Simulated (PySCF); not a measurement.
**NaAl⁻ at other levels of theory**

Starting from one script, swap the method and compare what comes out for NaAl⁻.

Program: PySCF 2.14.0. Level of theory: each script names its method and basis. These are calculated values, not measurements.

8 further runs of the same task are left out: 8 that didn't finish.

## (1) The starting structure

NaAl⁻: 2 atoms, charge -1, spin multiplicity 2.

Bond lengths: Na1–Al2 2.870 Å.

## (2) The base run

input.py

```python
from pyscf import gto, dft

mol = gto.M(
    atom='Na 0 0 0; Al 0 0 2.87',
    basis='3-21g',
    charge=-1,
    spin=1,
    symmetry=True,
    verbose=4,
)
mf = dft.UKS(mol, xc='wb97x')
mf.kernel()
mf.analyze()
print('orbital energies (hartree):', [e[max(0, n-3):n+3].round(4) for e, n in zip(mf.mo_energy, mol.nelec)])
```

On the command line:

```
$ OMP_NUM_THREADS=1 python input.py
```

## (3) CCSD (UHF)

Run 1 changes step after the SCF: analyze → ccsd; SCF type: UKS → UHF; functional: wb97x → none (Hartree–Fock).

input.py

```python
from pyscf import gto, scf, cc

mol = gto.M(
    atom='Na 0 0 0; Al 0 0 2.87',
    basis='3-21g',
    charge=-1,
    spin=1,
    symmetry=True,
    verbose=4,
)
mf = scf.UHF(mol)
mf.kernel()
mycc = cc.CCSD(mf)
mycc.kernel()
mf.dip_moment()
print('orbital energies (hartree):', [e[max(0, n-3):n+3].round(4) for e, n in zip(mf.mo_energy, mol.nelec)])
```

## (4) CISD (UHF)

Run 2 changes step after the SCF: analyze → cisd; SCF type: UKS → UHF; functional: wb97x → none (Hartree–Fock); frozen orbitals: none → 6.

input.py

```python
from pyscf import gto, scf, ci

mol = gto.M(
    atom='Na 0 0 0; Al 0 0 2.87',
    basis='3-21g',
    charge=-1,
    spin=1,
    symmetry=True,
    verbose=4,
)
mf = scf.UHF(mol)
mf.kernel()
ci.CISD(mf, frozen=6).kernel()
mf.dip_moment()
print('orbital energies (hartree):', [e[max(0, n-3):n+3].round(4) for e, n in zip(mf.mo_energy, mol.nelec)])
```

What does the calculation give? Wanted: for each run, E(SCF); from base; gap, α spin; after the SCF.

The runs gave:

| run | E(SCF) (hartree) | from base (eV) | cycles | gap, α spin (eV) | after the SCF |
| --- | --- | --- | --- | --- | --- |
| base | -402.287377 | 0 | 13 | 3.18 | n/a |
| CCSD (UHF) | -401.411265 | not comparable | 15 | 5.04 | CCSD correlation -1.186 eV |
| CISD (UHF) | -401.411265 | not comparable | 15 | 5.04 | CISD correlation -0.970 eV, core frozen |

Total energies from different bases, Hamiltonians or methods carry different errors, so properties are taken as differences within one set-up.
